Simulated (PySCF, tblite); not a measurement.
Isomers of C3H8P2, one GFN2-xTB conformer each. Single-point energies are computed at PBE0/pcSseg-1 (PySCF, gas phase, no added dispersion term), electronic only.

```json
{"SMILES": "CC(C)=PP", "GFN2-xTB relative energy (kcal/mol)": "0.0"}
{"SMILES": "C=PCCP", "GFN2-xTB relative energy (kcal/mol)": "23.3"}
```

Conformers: `[CH3:1][C:2]([CH3:3])=[P:4][PH2:5]` with C2–P4–P5–H -93° and 175°; `[CH2:1]=[P:2][CH2:3][CH2:4][PH2:5]` with C1–P2–C3–C4 -76°, P2–C3–C4–P5 -63°, C3–C4–P5–H -42° and 50°.

Question: What does PBE0/pcSseg-1 give for the same structures?

Answer: 
| SMILES | PBE0/pcSseg-1 E (Eh) | PBE0/pcSseg-1 (kcal/mol) | GFN2-xTB (kcal/mol) | point group |
| --- | --- | --- | --- | --- |
| CC(C)=PP | -801.36122 | 0.0 | 0.0 | – |
| C=PCCP | -801.33679 | 15.3 | 23.3 | C1 |

Both levels put the same isomer lowest. 

Question: Which frontier levels, dipoles and rotational constants go with these structures?

Answer: 
```
  SMILES  HOMO (eV, PBE0/pcSseg-1)  LUMO (eV)  dipole (D)     A, B, C (MHz)
CC(C)=PP                     -6.62      -1.44        1.66  5864, 1919, 1488
  C=PCCP                     -7.29      -1.71        1.66  6035, 1579, 1505
```

Question: What happens when harmonic zero-point energies from GFN2-xTB frequencies are added?

Answer: 
```json
{"SMILES": "CC(C)=PP", "ZPE (kcal/mol)": "61.9", "electronic (kcal/mol)": "0.0", "with ZPE (kcal/mol)": "0.0"}
{"SMILES": "C=PCCP", "ZPE (kcal/mol)": "61.3", "electronic (kcal/mol)": "15.3", "with ZPE (kcal/mol)": "14.8"}
```

The zero-point energies span 0.6 kcal/mol. The order is unchanged.
